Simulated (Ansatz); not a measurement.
Ansatz (a first-principles code) input (HF/STO-3G):

Ansatz 0.2 input:
```yaml
crystal:
  periodic: [false, false, false]
  atoms:
    - {symbol: C, position_ang: [0.00598162, -0.74638564, -0.79142779]}
    - {symbol: S, position_ang: [-0.00405660, 0.00755066, 0.86715118]}
    - {symbol: C, position_ang: [0.00148343, 0.73249072, -0.80432606]}
    - {symbol: H, position_ang: [-0.90354333, -1.26373096, -1.06830194]}
    - {symbol: H, position_ang: [0.92121449, -1.25810671, -1.05981456]}
    - {symbol: H, position_ang: [0.91360094, 1.24501043, -1.08164591]}
    - {symbol: H, position_ang: [-0.91115687, 1.23938617, -1.09013329]}
basis:
  gaussian:
    orbitals: STO-3G
hamiltonian:
  xc: {name: HF}
relax: {f_tol: 0.003, max_steps: 120}
```

Output:

```
Functional definition: HF
integrals: 0.00 GiB planned
327 factors; integrals over basis functions are off by at most 5.9e-6 eV
mean field: 0.05 GiB planned
mean field evaluation 1: about -12794.9378 eV, gradient 2.0e1 eV
mean field evaluation 2: about -12795.0191 eV, gradient 2.0e1 eV
mean field evaluation 4: about -12796.7721 eV, gradient 1.2e0 eV
mean field evaluation 8: about -12796.7789 eV, gradient 2.0e-5 eV
mean field -12796.77892554 eV, -470.2729515453 hartree, gradient 2.9e-5 eV, S^2 0.000000; 0 other end points of the search recorded, 0 dependent functions left out
the calculation of the forces begins
reference -12796.77892554 eV, -470.2729515453 hartree; 16, 16 occupied and 7, 7 virtual orbitals, 327 factors
relax step   1: F+E_penalty+E_count = -12796.77892554 eV  Δ(F+E_penalty+E_count) = +0.000e0 eV  max|allowed force component| = 2.191e0 eV/Å  Δτ_max = 0.0000 Å  (26 SCF iters, accepted)
these checks for a lower state are left out or cut short: starts, cluster_reference, orbital_swaps, neighbouring_geometries, increment
integrals: 0.00 GiB planned
327 factors; integrals over basis functions are off by at most 5.5e-6 eV
mean field: 0.05 GiB planned
mean field evaluation 16: about -12796.8670 eV, gradient 8.2e-5 eV
mean field -12796.86704495 eV, -470.2761898738 hartree, gradient 8.2e-5 eV, S^2 0.000000; 0 other end points of the search recorded, 0 dependent functions left out
the calculation of the forces begins
reference -12796.86704495 eV, -470.2761898738 hartree; 16, 16 occupied and 7, 7 virtual orbitals, 327 factors
relax step   2: F+E_penalty+E_count = -12796.86704495 eV  Δ(F+E_penalty+E_count) = -8.812e-2 eV  max|allowed force component| = 1.121e0 eV/Å  Δτ_max = 0.0366 Å  (20 SCF iters, accepted)
these checks for a lower state are left out or cut short: starts, cluster_reference, orbital_swaps, neighbouring_geometries, increment
integrals: 0.00 GiB planned
327 factors; integrals over basis functions are off by at most 5.6e-6 eV
mean field: 0.05 GiB planned
mean field -12796.87803799 eV, -470.2765938606 hartree, gradient 7.7e-5 eV, S^2 0.000000; 0 other end points of the search recorded, 0 dependent functions left out
the calculation of the forces begins
reference -12796.87803799 eV, -470.2765938606 hartree; 16, 16 occupied and 7, 7 virtual orbitals, 327 factors
relax step   3: F+E_penalty+E_count = -12796.87803799 eV  Δ(F+E_penalty+E_count) = -1.099e-2 eV  max|allowed force component| = 5.538e-1 eV/Å  Δτ_max = 0.0359 Å  (20 SCF iters, accepted)
these checks for a lower state are left out or cut short: starts, cluster_reference, orbital_swaps, neighbouring_geometries, increment
integrals: 0.00 GiB planned
327 factors; integrals over basis functions are off by at most 5.6e-6 eV
mean field: 0.05 GiB planned
mean field -12796.88259978 eV, -470.2767615034 hartree, gradient 7.6e-5 eV, S^2 0.000000; 0 other end points of the search recorded, 0 dependent functions left out
the calculation of the forces begins
reference -12796.88259978 eV, -470.2767615034 hartree; 16, 16 occupied and 7, 7 virtual orbitals, 327 factors
relax step   4: F+E_penalty+E_count = -12796.88259978 eV  Δ(F+E_penalty+E_count) = -4.562e-3 eV  max|allowed force component| = 1.026e-2 eV/Å  Δτ_max = 0.0139 Å  (21 SCF iters, accepted)
these checks for a lower state are left out or cut short: starts, cluster_reference, orbital_swaps, neighbouring_geometries, increment
integrals: 0.00 GiB planned
327 factors; integrals over basis functions are off by at most 5.6e-6 eV
mean field: 0.05 GiB planned
mean field evaluation 32: about -12796.8826 eV, gradient 4.8e-5 eV
mean field -12796.88260350 eV, -470.2767616400 hartree, gradient 7.7e-5 eV, S^2 0.000000; 0 other end points of the search recorded, 0 dependent functions left out
the calculation of the forces begins
reference -12796.88260350 eV, -470.2767616400 hartree; 16, 16 occupied and 7, 7 virtual orbitals, 327 factors
relax step   5: F+E_penalty+E_count = -12796.88260350 eV  Δ(F+E_penalty+E_count) = -3.716e-6 eV  max|allowed force component| = 9.203e-4 eV/Å  Δτ_max = 0.0002 Å  (21 SCF iters, accepted)
integrals: 0.00 GiB planned
327 factors; integrals over basis functions are off by at most 5.6e-6 eV
mean field: 0.05 GiB planned
mean field -12796.88260350 eV, -470.2767616400 hartree, gradient 7.7e-5 eV, S^2 0.000000; 1 other end points of the search recorded, 0 dependent functions left out
the calculation of the forces begins
reference -12796.88260350 eV, -470.2767616400 hartree; 16, 16 occupied and 7, 7 virtual orbitals, 327 factors
Total energy: -12796.88260350 eV, -470.2767616400 hartree
Atom 0 at     0.005847    -0.759921    -0.753579 Å, force     0.000002    -0.000410    -0.000107 eV/Å
Atom 1 at    -0.003956     0.007363     0.845593 Å, force     0.000003    -0.000006    -0.000659 eV/Å
Atom 2 at     0.001265     0.746683    -0.766719 Å, force    -0.000001     0.000408    -0.000114 eV/Å
Atom 3 at    -0.893340    -1.267170    -1.081700 Å, force     0.000915     0.000501     0.000220 eV/Å
Atom 4 at     0.911158    -1.261608    -1.073307 Å, force    -0.000920     0.000495     0.000211 eV/Å
Atom 5 at     0.903524     1.248215    -1.095197 Å, force    -0.000917    -0.000497     0.000220 eV/Å
Atom 6 at    -0.900974     1.242653    -1.103590 Å, force     0.000918    -0.000492     0.000228 eV/Å
Dipole moment:     0.000726    -0.001351    -0.155207 e Å
```

The geometry given is a B3LYP-D3(BJ)/def2-TZVP minimum.
